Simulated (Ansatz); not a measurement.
Ansatz (a program for electronic structure) input (PBE/def2-TZVPD):

Ansatz 0.2 input:
```yaml
crystal:
  periodic: [false, false, false]
  atoms:
    - {symbol: C, position_ang: [-0.10644814, 0.00012443, 0.65826033]}
    - {symbol: C, position_ang: [-0.01250920, 1.23540580, -0.20866068]}
    - {symbol: C, position_ang: [-0.01309094, -1.23546271, -0.20828770]}
    - {symbol: H, position_ang: [0.75140505, 0.00002762, 1.35496915]}
    - {symbol: H, position_ang: [0.06818934, 2.15573248, 0.38660255]}
    - {symbol: H, position_ang: [0.06717427, -2.15564754, 0.38725335]}
    - {symbol: H, position_ang: [0.85621810, 1.26051106, -0.94069973]}
    - {symbol: H, position_ang: [-0.90284048, 1.36033553, -0.84804432]}
    - {symbol: H, position_ang: [-0.90348099, -1.36016621, -0.84763366]}
    - {symbol: H, position_ang: [0.85562439, -1.26119803, -0.94031908]}
basis:
  gaussian:
    orbitals: def2-TZVPD
hamiltonian:
  xc: {name: PBE}
total_charge: -1
output: {forces: true}
```

End of the output:

```
integrals: 0.06 GiB planned
879 factors; their error is unknown
mean field: 0.64 GiB planned
mean field evaluation 1: about -3211.3943 eV, gradient 5.6e1 eV
mean field evaluation 2: about -3138.6403 eV, gradient 1.5e2 eV
mean field evaluation 4: about -3218.7090 eV, gradient 2.1e1 eV
mean field evaluation 8: about -3219.9443 eV, gradient 2.2e-1 eV
mean field evaluation 16: about -3219.9027 eV, gradient 9.1e-4 eV
mean field evaluation 32: about -3219.5567 eV, gradient 5.2e0 eV
mean field -3219.90267956 eV, -118.3292409455 hartree, gradient 2.8e-5 eV, S^2 0.000000; 1 other end points of the search recorded, 0 dependent functions left out
the calculation of the forces begins
reference -3219.90272719 eV, -118.3292426958 hartree; 13, 13 occupied and 161, 161 virtual orbitals, 879 factors
Total energy: -3219.90272719 eV, -118.3292426958 hartree
Atom 0 at    -0.106448     0.000124     0.658260 Å, force     0.075397    -0.000052    -0.224980 eV/Å
Atom 1 at    -0.012509     1.235406    -0.208661 Å, force    -0.172757    -0.061287     0.169913 eV/Å
Atom 2 at    -0.013091    -1.235463    -0.208288 Å, force    -0.172728     0.061420     0.169894 eV/Å
Atom 3 at     0.751405     0.000028     1.354969 Å, force     0.098622    -0.000002     0.138558 eV/Å
Atom 4 at     0.068189     2.155732     0.386603 Å, force     0.000030     0.194177     0.121504 eV/Å
Atom 5 at     0.067174    -2.155648     0.387253 Å, force    -0.000061    -0.194140     0.121563 eV/Å
Atom 6 at     0.856218     1.260511    -0.940700 Å, force     0.234242    -0.072992    -0.148387 eV/Å
Atom 7 at    -0.902840     1.360336    -0.848044 Å, force    -0.148502     0.033818    -0.099833 eV/Å
Atom 8 at    -0.903481    -1.360166    -0.847634 Å, force    -0.148518    -0.033778    -0.099823 eV/Å
Atom 9 at     0.855624    -1.261198    -0.940319 Å, force     0.234276     0.072837    -0.148409 eV/Å
Dipole moment:     0.133216    -0.000075    -0.288032 e Å
```

It need not be the lowest isomer of its formula. Whether it binds its extra electron was not tested at this geometry.
